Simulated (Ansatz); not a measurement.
# Be₂H₂ (singlet): wave-function methods side by side at angle Be2–Be1–H3 = 180.0°, 6-31G

Aim: climb from Hartree-Fock through coupled cluster and multireference methods for Be₂H₂ (singlet) at one geometry and basis, and see what each rung misses.

Computed with Ansatz 0.2.0, Gaussian basis. Level: 6-31G, core rule «outside noble gas», up to 2 orbitals frozen.

To be run: UHF; CCSD(T) on RHF; BCCD(T) on RHF; CISD; CCSDT(Q) on RHF; CCSDTQ on RHF; CASSCF and MRCISD+Q, 2 electrons in 2 orbitals; CASSCF and NEVPT2, 2 electrons in 2 orbitals; CASSCF and MRCISD+Q, 6 electrons in 10 orbitals; CASSCF and NEVPT4(SD), 6 electrons in 10 orbitals; CASSCF and NEVPT2, 6 electrons in 10 orbitals; Full CI.

22 further runs of the same task are left out: 12 for a known fault of the program, 4 that didn't finish, 6 set aside as unsound or not needed.

**1. What is computed**

The geometry derives from a PBE0/def2-TZVP stationary point (not a proven minimum). One angle is set to the value named; bond lengths are kept.

4 atoms, charge 0, spin multiplicity 1.

Atoms are counted from 1 here; the program's logs count them from 0.

Bond lengths: Be1–H3 1.348 Å, Be2–H4 1.348 Å.

**2. UHF**

in.yaml

```yaml
crystal:
  periodic: [false, false, false]
  atoms:
    - {symbol: Be, position_ang: [0.000000, 0.000000, 1.052730]}
    - {symbol: Be, position_ang: [0.000000, 0.000000, -1.052730]}
    - {symbol: H, position_ang: [0.000000, 0.000000, 2.400248]}
    - {symbol: H, position_ang: [0.000000, 0.000000, -2.400248]}
basis:
  gaussian: {orbitals: 6-31G}
magnetization: {spin_polarized: true, initial_magnetization: 0}
hamiltonian: {xc: hf}
output: {orbitals: {seedname: orbitals}}
```

The run is started by

```bash
$ ansatz run in.yaml --threads 1 --pin off --events-out ev --progress --plain --max-ram 2393MiB
```

Further steps of the session: CCSD(T) on RHF; BCCD(T) on RHF; CISD; CCSDT(Q) on RHF; CCSDTQ on RHF; CASSCF and MRCISD+Q, 2 electrons in 2 orbitals; CASSCF and NEVPT2, 2 electrons in 2 orbitals; CASSCF and MRCISD+Q, 6 electrons in 10 orbitals; CASSCF and NEVPT4(SD), 6 electrons in 10 orbitals; CASSCF and NEVPT2, 6 electrons in 10 orbitals; Full CI.

Q: Predict the results of all the runs planned. Wanted: FCI below the RHF energy; RMP2 from FCI; RCCSD from FCI; RCCSD(T) from FCI; RCCSDT(Q) from FCI; NEVPT2 pair from FCI; MRCISD+Q pair from FCI; NEVPT2 valence from FCI; T1 diagnostic.

**Answer**, as computed:

| quantity | value |
| --- | --- |
| FCI below the RHF energy | -1.7977 eV |
| RMP2 from FCI | +55.0 kJ/mol |
| RCCSD from FCI | +3.5 kJ/mol |
| RCCSD(T) from FCI | +1.3 kJ/mol |
| RCCSDT(Q) from FCI | +0.1 kJ/mol |
| NEVPT2 pair from FCI | +48.5 kJ/mol |
| MRCISD+Q pair from FCI | -0.8 kJ/mol |
| NEVPT2 valence from FCI | +13.1 kJ/mol |
| levels within 1 kcal/mol (43 meV) | RCCSD, RCCSD(T), BCCD(T), RCCSDT, RCCSDT(Q), RCCSDTQ, MRCISD+Q pair, NEVPT4(SD) valence, MRCISD valence, MRCISD+Q valence |
| T1 diagnostic | 0.010 |
| effectively unpaired electrons | 0.04 |

What this shows: RCCSD(T) misses by +1.3 kJ/mol, 0.8 % of the correlation energy. MRCISD+Q pair falls below full CI: the +Q correction isn't variational, and the cores differ from full CI's. One determinant dominates. Of the multireference levels listed MRCISD+Q valence comes nearest in total energy (+0.1 kJ/mol), which doesn't show that its space is the better one. These misses are within one basis, not against nature.
